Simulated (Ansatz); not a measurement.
Property card for Rb2NiO2

These are results of DFT r2SCAN, scalar-relativistic, plane waves, PAW (Ansatz 0.2.0), not measurements.

Plane waves to 500 eV, a k mesh through Γ of 10×10×10 on the computed 5-atom cell and Gaussian smearing (0.02 eV); collinear spin from starting moments 0 0 1.4 0.33 0.33 μB.

The structure is relaxed at this level of theory with its symmetry kept. Whether it is the stable form of this composition wasn't checked.

```
Rb Ni O
1.0
    -2.07724    2.07724    6.54229
     2.07724   -2.07724    6.54229
     2.07724    2.07724   -6.54229
Rb Ni O
2 1 2
Cartesian
  0.0000 0.0000 4.5505
  0.0000 0.0000 8.5340
  0.0000 0.0000 0.0000
  0.0000 0.0000 1.6841
  0.0000 0.0000 11.4005
```

| Item | Value |
| --- | --- |
| Space group | I4/mmm (No. 139) |
| Volume per atom | 22.58 Å³ |
| Formation energy from the elements' standard states (uncorrected) | -1.299 eV/atom |
| Generalised Kohn–Sham band gap | 1.80 eV, indirect from (0.245, 0.245, 0.255) to (0.250, -0.250, 0.250) (the valley at N lies within 0.03 eV, so the order isn't resolved) |
| Löwdin character of the top 1 eV of the valence band | Ni 3d 57 %, O 2p 30 %, Ni 4s 9 % |
| Löwdin character of the lowest 1 eV of the conduction band | Ni 3d 60 %, O 2p 36 % |
| Electron masses at the edge by Cartesian direction of the standard setting (m_e; degenerate bands sorted by energy; no spin-orbit coupling) | x: 4.2; y: 4.1; z: over 30 |
| Hole masses at the edge by Cartesian direction of the standard setting (m_e; degenerate bands sorted by energy; no spin-orbit coupling) | x: 1.2; y: 1.2; z: over 30 |
| Bader charges (e) | Rb (2 in the cell) 0.83, Ni (1 in the cell) 0.69, O (2 in the cell) -1.18 |
| Total moment | 2.00 μB per cell |
| Site moments (μB; atoms counted from 1 over the whole cell) | Ni (atom 3) 1.27, O (atom 4) 0.30, O (atom 5) 0.30 |

The state reached may not be the lowest one.

Only this magnetic start was tried.